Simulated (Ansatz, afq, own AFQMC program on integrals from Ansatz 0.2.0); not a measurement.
Integrals from Ansatz 0.2.0, then the random walk in our own AFQMC program (afq).

```yaml
crystal:
  periodic: [false, false, false]
  atoms:
    - {symbol: Ta, position_ang: [0.000000, 0.000000, 0.000000]}
    - {symbol: Cl, position_ang: [0.000000, 0.000000, 2.875200]}
basis:
  gaussian: {orbitals: def2-SVP}
total_charge: 1
magnetization: {spin_polarized: true, initial_magnetization: 7}
correlation: {method: ccsd_t, electrons: outside_noble_gas, hamiltonian_folder: ham}
```

```sh
$ ansatz run in.yaml --threads 1 --pin off --events-out ev --progress --plain --max-ram 1382MiB
```

Options of the walk:

```
--method free --trial cisd --walkers 60 --time-step 0.03 --max-blocks 80 --target-error 0.0004 --factor-cut 1e-05 --seed 2488 --times 0,0.21,0.42,0.81,1.2,1.8,2.4,3 --taylor-order 8
```

Times are imaginary, in 1/Eh. The walk had a cap of 1622 s. Core potentials past Kr, no spin–orbit coupling.

Log:

```
orbitals 41  electrons 9 2  factors 314 of 475
reference energy -515.13885744 Eh
CCSD correlation -0.15588089 Eh in 15 cycles, weight of the determinant in the CISD state 0.9240
repeat  energy at the last time / Eh  error
    10  -515.297305  0.000424
    20  -515.297363  0.000289
    30  -515.297286  0.000212
time / (1/Eh)  energy / Eh  error  mean overlap
  0.00  -515.294630  0.000124  1.0812
  0.21  -515.295936  0.000124  1.0772
  0.42  -515.296541  0.000122  1.0722
  0.81  -515.296813  0.000133  1.0841
  1.20  -515.297251  0.000199  1.0685
  1.80  -515.297241  0.000178  1.0652
  2.40  -515.297132  0.000226  1.0874
  3.00  -515.297225  0.000213  1.0826
energy -515.297225 +/- 0.000213 Eh
```

The run passed its tests (error under three times the target), which doesn't prove that it has relaxed.

Against this walk (error 5.8 meV) on the same determinant: CCSD(T) 14.0 meV higher, CCSDT(Q) 3.7 meV lower (within the noise). The error is statistical, and a free projection of finite length keeps a remainder of its start.

Cautions: remainder of the start not in the error; no spin-orbit coupling; outer-core shells of the metal frozen; another spin lies lower (by 7.28 eV).

The walk took 2.2 min on 1 thread of Arm Neoverse V1 (shared host). The log's last line is the free-projection energy.

CCSDT and higher add their correlation energy to the determinant of the CCSD(T) run, since their own runs factorise the integrals more tightly (a shift of under 2 meV). A walk keeps the symmetry of its determinant, which the program's search chose and which needn't be the lowest solution, so a lower state of the same spin and another symmetry isn't excluded.
